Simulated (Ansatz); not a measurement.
The first iterations of a band of C₂H₇Al (10 atoms, charge 0, multiplicity 1).

Method: Ansatz 0.2.0, RKS CAM-B3LYP/def2-mTZVP.

| Quantity | Value |
| --- | --- |
| movable images | 7 |
| climbing image | yes |
| spring | 5.0 eV/Å² |
| optimiser | fire |
| start path | through a guess of the saddle point |
| force threshold | 0.05 eV/Å |
| iteration limit | 60 |
| end points | relaxed |
| largest step | 0.02 Å |

Initial state:

```xyz
10
Properties=species:S:1:pos:R:3
Al 0.496 0.061 -0.155
C 0.920 -0.022 1.750
H 0.042 -0.142 2.387
H 1.600 -0.849 1.974
H 1.440 0.881 2.083
H 1.686 0.191 -1.197
C -1.354 -0.016 -0.775
H -1.833 -0.953 -0.480
H -1.959 0.778 -0.328
H -1.454 0.071 -1.858
```

Final state:

```xyz
10
Properties=species:S:1:pos:R:3
Al -0.070 1.079 -1.858
C 1.412 -0.201 1.765
H 0.369 -0.472 1.613
H 1.765 -0.635 2.698
H 1.506 0.882 1.813
H 2.014 -0.581 0.941
C -1.611 0.131 -1.023
H -1.364 -0.901 -0.744
H -1.961 0.626 -0.109
H -2.475 0.073 -1.697
```

| iteration | highest image above the first end (eV) | largest band force component (eV/Å) |
| --- | --- | --- |
| 1 | 5.533 | 7.482 |
| 2 | 5.474 | 5.908 |
| 3 | 5.406 | 5.003 |
| 4 | 5.336 | 4.186 |
| 5 | 5.262 | 3.457 |
| 6 | 5.180 | 2.900 |
| 7 | 5.098 | 2.618 |
| 8 | 5.015 | 2.562 |
| 9 | 4.937 | 2.496 |
| 10 | 4.861 | 2.422 |
| 11 | 4.788 | 2.343 |
| 12 | 4.716 | 2.259 |
| 13 | 4.646 | 2.173 |
| 14 | 4.576 | 2.085 |
| 15 | 4.507 | 1.995 |
| 16 | 4.438 | 1.904 |
| 17 | 4.369 | 1.813 |
| 18 | 4.299 | 1.721 |
| 19 | 4.229 | 1.628 |
| 20 | 4.158 | 1.535 |

**Question.** Does the band converge within its limit, and where does its top end?

**Answer.** It did not converge within its limit. It ended after 60 iterations with the highest image 3.892 eV above the first end. The band didn't meet its force threshold, so its energies are provisional: the largest band force was still 0.63 eV/Å, and over the last iterations the top moved between 3.89 and 3.91 eV. The orbitals stay closed-shell, which can raise the energy where a bond breaks towards radicals; this wasn't checked here.

Time of the run: 4.8 min on 2 threads of AMD EPYC 9R45 96-Core Processor (Zen 5), with other jobs on the host, peak memory 0.18 GiB.
